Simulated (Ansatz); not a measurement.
A made-up structure of CH₄MgSi, closed shell:

Mg1  (-1.647, -0.168, -0.984)
C2  (1.061, 0.365, 0.768)
Si3  (0.191, -0.681, -0.251)
H4  (-3.176, 0.286, -1.581)
H5  (0.814, -1.920, -0.559)
H6  (0.664, 1.308, 1.044)
H7  (2.014, 0.207, 1.204)
(Å)

It is relaxed with PBE-D4/def2-SVP and then PBE0-D4/def2-TZVP (Ansatz 0.2.0). Atoms count as bonded within 1.22 times the sum of their covalent radii (H–H: 0.88 Å). The end point is not checked to be a true minimum.

Does its bonding change? (Judge from chemistry; the calculation decides.)

By the calculation: No: no bond forms or breaks.

Where it ends: The first stage lowers the energy by 1.67 eV in 7 steps. It ends as CH₄MgSi ([CH2][SiH][MgH]):
Mg1  (-1.985, -0.102, -1.133)
C2  (1.166, 0.371, 0.828)
Si3  (0.308, -0.712, -0.202)
H4  (-3.513, 0.335, -1.740)
H5  (1.041, -1.987, -0.470)
H6  (0.759, 1.336, 1.112)
H7  (2.144, 0.156, 1.246)
(Å)

Labels in which every atom is bracketed show which atoms are joined, not bond orders.

For scale, one of the runs: PBE0-D4/def2-TZVP relaxation, 124 basis functions, launched by `ansatz run in.yaml --threads 2 --pin off --events-out ev --progress --plain --max-ram 4352MiB`. Hardware: 2 CPU threads of an Intel Xeon 6975P-C, shared host. Wall time about 8.5 s.
